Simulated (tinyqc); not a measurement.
Worked calculation: UKS/B3LYP (VWN-RPA form) in the sto-6g basis, for H2O, spin multiplicity 3. One step of it, computed by the program tinyqc.

Problem. Iteration 1: building the Kohn-Sham matrix. J_ij = sum D_kl (ij|kl) with D = D(alpha) + D(beta), K_ij = sum D_kl (ik|jl) for each spin; F = H + J - 0.2 K(s) + V_xc; E = tr D H + tr D J / 2 - 0.1 sum_s tr D(s) K(s) + E_xc + E_nn.

D(alpha) at the start, lower triangle:
```
            1O 1s      1O 2s    1O 2px     1O 2py     1O 2pz     2H 1s     3H 1s
1O 1s    1.059690
1O 2s   -0.265858   1.201039
1O 2px   0.000000   0.000000  1.000000
1O 2py   0.000000   0.000000  0.000000   1.051038
1O 2pz  -0.012632   0.084307  0.000000   0.000000   1.049156
2H 1s    0.041900  -0.279632  0.000000  -0.087399  -0.163040  0.548044
3H 1s    0.041900  -0.279632  0.000000   0.087399  -0.163040  0.533509  0.548044
```

D(beta) at the start, lower triangle:
```
            1O 1s      1O 2s    1O 2px     1O 2py     1O 2pz     2H 1s     3H 1s
1O 1s    1.058920
1O 2s   -0.258656   1.133698
1O 2px   0.000000   0.000000  0.000000
1O 2py   0.000000   0.000000  0.000000   1.051038
1O 2pz  -0.008919   0.049586  0.000000   0.000000   1.031253
2H 1s    0.021699  -0.090744  0.000000  -0.087399  -0.065650  0.018229
3H 1s    0.021699  -0.090744  0.000000   0.087399  -0.065650  0.003694  0.018229
```

core Hamiltonian H = T + V (hartree), lower triangle:
```
             1O 1s      1O 2s     1O 2px     1O 2py     1O 2pz      2H 1s      3H 1s
1O 1s   -32.699744
1O 2s    -7.224970  -8.925647
1O 2px    0.000000   0.000000  -7.203658
1O 2py    0.000000   0.000000   0.000000  -7.262599
1O 2pz   -0.010075  -0.119498   0.000000   0.000000  -7.243428
2H 1s    -0.661459  -1.735232   0.000000  -1.065319  -0.897302  -3.773660
3H 1s    -0.661459  -1.735232   0.000000   1.065319  -0.897302  -0.495709  -3.773660
```

Two-electron integrals (ij|kl) in chemists' order, unique and non-zero (hartree):
```
(11|11) 4.787491    (21|11) 0.675884    (21|21) 0.121505    (22|11) 1.117379
(22|21) 0.249212    (22|22) 0.817383    (31|31) 0.025762    (32|31) 0.039145
(32|32) 0.180664    (33|11) 1.117381    (33|21) 0.249212    (33|22) 0.817382
(33|33) 0.880663    (41|41) 0.025762    (42|41) 0.039145    (42|42) 0.180664
(43|43) 0.047461    (44|11) 1.117381    (44|21) 0.249212    (44|22) 0.817382
(44|33) 0.785741    (44|44) 0.880663    (51|51) 0.025762    (52|51) 0.039145
(52|52) 0.180664    (53|53) 0.047461    (54|54) 0.047461    (55|11) 1.117381
(55|21) 0.249212    (55|22) 0.817382    (55|33) 0.785741    (55|44) 0.785741
(55|55) 0.880663    (61|11) 0.065221    (61|21) 0.011255    (61|22) 0.022636
(61|33) 0.022590    (61|41) 0.000426    (61|42) 0.000841    (61|44) 0.022673
(61|51) 0.000350    (61|52) 0.000690    (61|54) 0.000068    (61|55) 0.022646
(61|61) 0.001062    (62|11) 0.186488    (62|21) 0.042312    (62|22) 0.157324
(62|33) 0.154584    (62|41) 0.002626    (62|42) 0.020713    (62|44) 0.159491
(62|51) 0.002157    (62|52) 0.017014    (62|54) 0.004031    (62|55) 0.157895
(62|61) 0.003954    (62|62) 0.040726    (63|31) 0.004313    (63|32) 0.025500
(63|43) 0.004115    (63|53) 0.003380    (63|63) 0.005227    (64|11) 0.114618
(64|21) 0.026335    (64|22) 0.104252    (64|33) 0.099870    (64|41) 0.005672
(64|42) 0.037870    (64|44) 0.111035    (64|51) 0.001116    (64|52) 0.010161
(64|54) 0.005792    (64|55) 0.101851    (64|61) 0.002553    (64|62) 0.032757
(64|64) 0.031184    (65|11) 0.094150    (65|21) 0.021632    (65|22) 0.085636
(65|33) 0.082036    (65|41) 0.001116    (65|42) 0.010161    (65|44) 0.084448
(65|51) 0.005230    (65|52) 0.033846    (65|54) 0.006096    (65|55) 0.090423
(65|61) 0.002097    (65|62) 0.026907    (65|64) 0.021322    (65|65) 0.022741
(66|11) 0.381647    (66|21) 0.088138    (66|22) 0.376556    (66|33) 0.364008
(66|41) 0.005820    (66|42) 0.065201    (66|44) 0.386484    (66|51) 0.004780
(66|52) 0.053558    (66|54) 0.018463    (66|55) 0.379174    (66|61) 0.008270
(66|62) 0.134740    (66|64) 0.122896    (66|65) 0.100950    (66|66) 0.774999
(71|11) 0.065221    (71|21) 0.011255    (71|22) 0.022636    (71|33) 0.022590
(71|41) -0.000426   (71|42) -0.000841   (71|44) 0.022673    (71|51) 0.000350
(71|52) 0.000690    (71|54) -0.000068   (71|55) 0.022646    (71|61) 0.001047
(71|62) 0.003824    (71|64) 0.002285    (71|65) 0.002032    (71|66) 0.007963
(71|71) 0.001062    (72|11) 0.186488    (72|21) 0.042312    (72|22) 0.157324
(72|33) 0.154584    (72|41) -0.002626   (72|42) -0.020713   (72|44) 0.159491
(72|51) 0.002157    (72|52) 0.017014    (72|54) -0.004031   (72|55) 0.157895
(72|61) 0.003824    (72|62) 0.031458    (72|64) 0.017917    (72|65) 0.020248
(72|66) 0.082029    (72|71) 0.003954    (72|72) 0.040726    (73|31) 0.004313
(73|32) 0.025500    (73|43) -0.004115   (73|53) 0.003380    (73|63) 0.003856
(73|73) 0.005227    (74|11) -0.114618   (74|21) -0.026335   (74|22) -0.104252
(74|33) -0.099870   (74|41) 0.005672    (74|42) 0.037870    (74|44) -0.111035
(74|51) -0.001116   (74|52) -0.010161   (74|54) 0.005792    (74|55) -0.101851
(74|61) -0.002285   (74|62) -0.017917   (74|64) -0.006776   (74|65) -0.011342
(74|66) -0.044750   (74|71) -0.002553   (74|72) -0.032757   (74|74) 0.031184
(75|11) 0.094150    (75|21) 0.021632    (75|22) 0.085636    (75|33) 0.082036
(75|41) -0.001116   (75|42) -0.010161   (75|44) 0.084448    (75|51) 0.005230
(75|52) 0.033846    (75|54) -0.006096   (75|55) 0.090423    (75|61) 0.002032
(75|62) 0.020248    (75|64) 0.011342    (75|65) 0.016643    (75|66) 0.056853
(75|71) 0.002097    (75|72) 0.026907    (75|74) -0.021322   (75|75) 0.022741
(76|11) 0.047676    (76|21) 0.010949    (76|22) 0.044756    (76|33) 0.043699
(76|44) 0.044438    (76|51) 0.000821    (76|52) 0.007996    (76|55) 0.046130
(76|61) 0.001012    (76|62) 0.011875    (76|64) 0.008402    (76|65) 0.008836
(76|66) 0.043809    (76|71) 0.001012    (76|72) 0.011875    (76|74) -0.008402
(76|75) 0.008836    (76|76) 0.004701    (77|11) 0.381647    (77|21) 0.088138
(77|22) 0.376556    (77|33) 0.364008    (77|41) -0.005820   (77|42) -0.065201
(77|44) 0.386484    (77|51) 0.004780    (77|52) 0.053558    (77|54) -0.018463
(77|55) 0.379174    (77|61) 0.007963    (77|62) 0.082029    (77|64) 0.044750
(77|65) 0.056853    (77|66) 0.248126    (77|71) 0.008270    (77|72) 0.134740
(77|74) -0.122896   (77|75) 0.100950    (77|76) 0.043809    (77|77) 0.774999
```

nuclear repulsion = 6.39768289 hartree

V_xc(alpha) (hartree), lower triangle:
```
            1O 1s      1O 2s     1O 2px     1O 2py     1O 2pz      2H 1s      3H 1s
1O 1s   -2.521029
1O 2s   -0.316609  -0.679842
1O 2px   0.000000   0.000000  -0.674060
1O 2py   0.000000   0.000000   0.000000  -0.682874
1O 2pz  -0.000659  -0.002977   0.000000   0.000000  -0.682615
2H 1s   -0.031561  -0.119489   0.000000  -0.077635  -0.064393  -0.350572
3H 1s   -0.031561  -0.119489   0.000000   0.077635  -0.064393  -0.030845  -0.350572
```

V_xc(beta) (hartree), lower triangle:
```
            1O 1s      1O 2s     1O 2px     1O 2py     1O 2pz      2H 1s      3H 1s
1O 1s   -2.509531
1O 2s   -0.307548  -0.632043
1O 2px   0.000000   0.000000  -0.573608
1O 2py   0.000000   0.000000   0.000000  -0.661523
1O 2pz  -0.000518  -0.002401   0.000000   0.000000  -0.661044
2H 1s   -0.030834  -0.108246   0.000000  -0.068656  -0.056965  -0.215231
3H 1s   -0.030834  -0.108246   0.000000   0.068656  -0.056965  -0.026213  -0.215231
```

E_xc = sum of w rho eps_xc = -7.93021058 hartree

Give: Coulomb J; exchange K(alpha); exchange K(beta); F(alpha); F(beta); total energy of this density.

Solution.

Coulomb J (hartree), lower triangle:
```
         1O 1s  1O 2s  1O 2px  1O 2py  1O 2pz  2H 1s  3H 1s
1O 1s   17.891
1O 2s    3.191  8.346
1O 2px   0.000  0.000   8.272
1O 2py   0.000  0.000   0.000   8.386
1O 2pz   0.007  0.053   0.000   0.000   8.381
2H 1s    0.298  1.585   0.000   1.045   0.868  3.912
3H 1s    0.298  1.585   0.000  -1.045   0.868  0.453  3.912
```

exchange K(alpha) (hartree), lower triangle:
```
        1O 1s  1O 2s  1O 2px  1O 2py  1O 2pz  2H 1s  3H 1s
1O 1s   4.940
1O 2s   0.795  1.429
1O 2px  0.000  0.000   1.182
1O 2py  0.000  0.000   0.000   1.189
1O 2pz  0.000  0.011   0.000   0.000   1.189
2H 1s   0.080  0.265   0.000   0.136   0.127  0.451
3H 1s   0.080  0.265   0.000  -0.136   0.127  0.170  0.451
```

exchange K(beta) (hartree), lower triangle:
```
        1O 1s  1O 2s  1O 2px  1O 2py  1O 2pz  2H 1s  3H 1s
1O 1s   4.913
1O 2s   0.755  1.239
1O 2px  0.000  0.000   0.300
1O 2py  0.000  0.000   0.000   1.134
1O 2pz  0.000  0.003   0.000   0.000   1.133
2H 1s   0.076  0.199   0.000   0.106   0.087  0.058
3H 1s   0.076  0.199   0.000  -0.106   0.087  0.030  0.058
```

F(alpha) (hartree), lower triangle:
```
          1O 1s   1O 2s  1O 2px  1O 2py  1O 2pz   2H 1s   3H 1s
1O 1s   -18.318
1O 2s    -4.509  -1.545
1O 2px    0.000   0.000   0.158
1O 2py    0.000   0.000   0.000   0.203
1O 2pz   -0.004  -0.072   0.000   0.000   0.217
2H 1s    -0.411  -0.323   0.000  -0.125  -0.119  -0.303
3H 1s    -0.411  -0.323   0.000   0.125  -0.119  -0.108  -0.303
```

F(beta) (hartree), lower triangle:
```
          1O 1s   1O 2s  1O 2px  1O 2py  1O 2pz   2H 1s   3H 1s
1O 1s   -18.301
1O 2s    -4.492  -1.459
1O 2px    0.000   0.000   0.435
1O 2py    0.000   0.000   0.000   0.235
1O 2pz   -0.004  -0.070   0.000   0.000   0.250
2H 1s    -0.410  -0.299   0.000  -0.110  -0.103  -0.089
3H 1s    -0.410  -0.299   0.000   0.110  -0.103  -0.075  -0.089
```

total energy of this density = -75.11668 hartree
